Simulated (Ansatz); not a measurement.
# CH6BN: the cost of one run

Method: RKS PBE0-D4/def2-SVP, in Ansatz 0.2.0.

## 1. Starting point

Bond lengths: B1–N2 1.550 Å, N2–H3 1.060 Å, N2–H4 1.060 Å, B1–C5 1.600 Å, C5–H6 1.110 Å, C5–H7 1.110 Å, C5–H8 1.110 Å, B1–H9 1.190 Å. Angles: B1–N2–H3 120.0°, B1–N2–H4 120.0°, H3–N2–H4 120.0°, N2–B1–C5 120.0°, N2–B1–H9 120.0°, C5–B1–H9 120.0°, B1–C5–H6 109.5°, B1–C5–H7 109.5°, B1–C5–H8 109.5°, H6–C5–H7 109.4°, H6–C5–H8 109.4°, H7–C5–H8 109.4°.

As a file:

```xyz
9

B     0.0000    0.0000    0.0000
N     0.0000    0.0000    1.5500
H    -0.8770   -0.2713    2.0800
H     0.8770    0.2713    2.0800
C     1.3856    0.0000   -0.8000
H     1.7152   -1.0462   -0.9702
H     1.2491    0.5080   -1.7774
H     2.1552    0.5381   -0.2082
H    -1.0305    0.0000   -0.5950
```

## 2. Relaxing the start

File input.yaml:

```yaml
crystal:
  periodic: [false, false, false]
  atoms:
    - { symbol: B, position_ang: [0.0, 0.0, 0.0] }
    - { symbol: "N", position_ang: [0.0, 0.0, 1.55] }
    - { symbol: H, position_ang: [-0.877, -0.2713, 2.08] }
    - { symbol: H, position_ang: [0.877, 0.2713, 2.08] }
    - { symbol: C, position_ang: [1.3856, 0.0, -0.8] }
    - { symbol: H, position_ang: [1.7152, -1.0462, -0.9702] }
    - { symbol: H, position_ang: [1.2491, 0.508, -1.7774] }
    - { symbol: H, position_ang: [2.1552, 0.5381, -0.2082] }
    - { symbol: H, position_ang: [-1.0305, 0.0, -0.595] }
basis:
  gaussian: { orbitals: def2-SVP }
hamiltonian:
  xc: pbe0
  dispersion: d4
relax:
  f_tol: 0.02
  max_steps: 40
```

The run is started by

```console
$ ansatz run input.yaml --threads 1 --pin off --max-ram 2048MiB --backend cpu --events-out ev --progress --plain --runs-dir out
```

What time and memory should one allow on 1 thread of Intel Xeon Platinum 8259CL at 2.50GHz (Skylake/Cascade Lake), shared host?

About 34 s, with a peak of 0.16 GiB.
